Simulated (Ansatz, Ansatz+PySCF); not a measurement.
```xyz
4

C     0.0000    0.0000   -0.5163
C     0.0000    0.0000    0.8877
H     0.0000   -1.0240   -1.1142
H     0.0000    1.0240   -1.1142
```

RHF-MP2 on singlet C₂H₂ was run in several spherical basis sets with Ansatz (development build ahead of 0.2.0). Frozen core: 2 orbitals.

(1) Rank the basis sets by the total energy that they give, lowest first, with the distance from the lowest.
A. 6-31G(d)
B. def2-TZVP
C. cc-pVTZ
D. def2-SVP
E. cc-pVDZ

Answers

(1) C (0.00 eV), B (0.11 eV), E (1.81 eV), A (2.50 eV), D (3.74 eV).

Totals follow the description of the cores as much as that of the bonds, so this order isn't one of quality for chemistry.
